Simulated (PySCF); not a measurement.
Pyranone, C5H4O2.
SMILES with atom numbers: `[O:1]=[c:2]1[cH:3][cH:4][o:5][cH:6][cH:7]1`

Geometry (PBE0-D3(BJ)/def2-SVP, Å), atoms numbered from 1 in this order:
```
atom  x, y, z in Å
O1    -0.9778    2.3461    0.0784
C2    -0.5007    1.2273    0.0215
C3    -1.2994   -0.0045   -0.0239
C4    -0.7122   -1.2140   -0.0935
O5     0.6205   -1.3917   -0.1245
C6     1.4121   -0.3052   -0.0803
C7     0.9420    0.9544   -0.0104
H8    -2.3870    0.0747   -0.0014
H9    -1.2440   -2.1661   -0.1315
H10    2.4684   -0.5777   -0.1087
H11    1.6351    1.7959    0.0228
```

Definitions: NICS(0) = −σiso at the ring centroid; NICS(1) = −σiso and NICS(1)zz = −σzz at ±1 Å along the ring normal z. Level: GIAO PBE0/pcSseg-1 (PySCF, non-relativistic, gas phase) on the PBE0-D3(BJ)/def2-SVP geometry, one conformer.

Ring bond lengths (Å), with Mayer bond orders in brackets: C2–C3 1.469 (1.07), C3–C4 1.346 (1.69), C4–O5 1.345 (1.04), O5–C6 1.345 (1.03), C6–C7 1.346 (1.69), C7–C2 1.469 (1.07).

What do the NICS probes read (ppm)?

| ring | type | NICS(0) | NICS(1), two faces | NICS(1)zz, two faces | rms pucker (Å) | centre to ring atoms, mean (Å) |
| --- | --- | --- | --- | --- | --- | --- |
| C2–C3–C4–O5–C6–C7 | 6-membered ring with O; bonds drawn aromatic by RDKit's count | -0.1 | -3.9 / -3.9 | -7.2 / -7.2 | 0.00 | 1.39 |

What do they say, and how far can they be read as aromaticity?

- C2–C3–C4–O5–C6–C7: mean NICS(1)zz -7.2 ppm, shielded. That is too small in size for a clear verdict by the NICS criterion.

What does the geometric index give? HOMA = 1 − mean of α(R − Ropt)² over the ring bonds, with Krygowski's 1993 parameters (CC: Ropt 1.388 Å, α 257.7 Å⁻²; CO: Ropt 1.265 Å, α 157.38 Å⁻²).

- C2–C3–C4–O5–C6–C7: HOMA -0.04; the largest term is that of C2–C3, α(R − Ropt)² = 1.68. The geometric and the magnetic index point the same way.

At the second NICS(1) probe listed for ring C2–C3–C4–O5–C6–C7, 1 Å off the ring, what do the in-plane components average?

The isotropic value is a third of the trace: (3 × -3.9 − (-7.2))/2 = -2.2 ppm.

List the ring angles and the Hirshfeld charges of the ring atoms.

- C2–C3–C4–O5–C6–C7: C2 112.2° (+0.115 e), C3 121.2° (-0.076 e), C4 123.5° (+0.052 e), O5 118.4° (-0.057 e), C6 123.5° (+0.052 e), C7 121.2° (-0.076 e); sum 720.0° against 720° for a flat convex ring.

What are the shieldings of the ring atoms and their hydrogens in the same run (means over atoms taken as equivalent)?

```
  atoms                 environment  σ isotropic (ppm)  principal values of the symmetric part, first atom (ppm)
     C2        ring carbonyl carbon               10.2                                        -81.6, -7.5, 119.6
C3 (×2)  unsaturated ring CH carbon               57.8                                        -36.9, 67.4, 143.1
C4 (×2)  unsaturated ring CH carbon               25.5                                        -80.3, 49.5, 107.3
     O5                 ring oxygen              102.1                                        -39.8, -8.4, 354.4
H8 (×2)          hydrogen on carbon              25.06                                          23.9, 24.0, 27.3
H9 (×2)          hydrogen on carbon              23.75                                          20.6, 24.1, 26.5
```

How do the values depend on the level or the medium?

| level | NICS(0), C2–C3–C4–O5–C6–C7 | mean NICS(1)zz, C2–C3–C4–O5–C6–C7 |
| --- | --- | --- |
| PBE0/pcSseg-1, gas | -0.1 | -7.2 |
| mPW1PW91/pcSseg-2, gas | 0.2 | -7.5 |
| PBE0/pcSseg-1, IEF-PCM methanol | -0.9 | -9.0 |
| PBE0/pcSseg-1, IEF-PCM tetrahydrofuran | -0.8 | -8.7 |

The geometry is the same throughout; the continuum's cavity takes Bondi-type radii × 1.2.
